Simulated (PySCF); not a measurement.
# How exact exchange moves a shielding

Molecule: `InChI=1S/C4H3ClS/c5-4-1-2-6-3-4/h1-3H`.

Atom-mapped SMILES (the numbers label the heavy atoms): `[Cl:1][c:2]1[cH:3][cH:4][s:5][cH:6]1` (H(Xn): hydrogen on atom n).

GIAO shieldings (ppm, equivalent atoms averaged) in PySCF on the PBE0-D3(BJ)/def2-SVP geometry, basis pcSseg-2, gas phase, non-relativistic:

| functional | exact exchange (%) | σ(Cl1) | σ(S5) |
| --- | --- | --- | --- |
| BLYP | 0 | 700.6 | 216.9 |
| BP86 | 0 | 711.7 | 235.9 |
| PBE | 0 | 712.9 | 240.6 |
| B3LYP | 20 | 727.4 | 233.8 |
| PBE0 | 25 | 745.3 | 261.6 |
| BHandHLYP | 50 | 762.5 | 262.2 |
| HF | 100 | 816.5 | 325.1 |

Task: Fit each shielding as a line in the percentage of exact exchange.

Result: σ(Cl1) = 709.5 + 1.08 x (rms 5.2 ppm); σ(S5) = 228.4 + 0.91 x (rms 10.6 ppm). The functionals also differ in their semilocal parts, which the line can't hold; Hartree–Fock has no correlation at all.

Task: What does the line predict for mPW1PW91 (25 %), and what does the run give?

Result: σ(Cl1): 736.5 predicted, 743.0 computed; σ(S5): 251.2 predicted, 257.1 computed ppm.
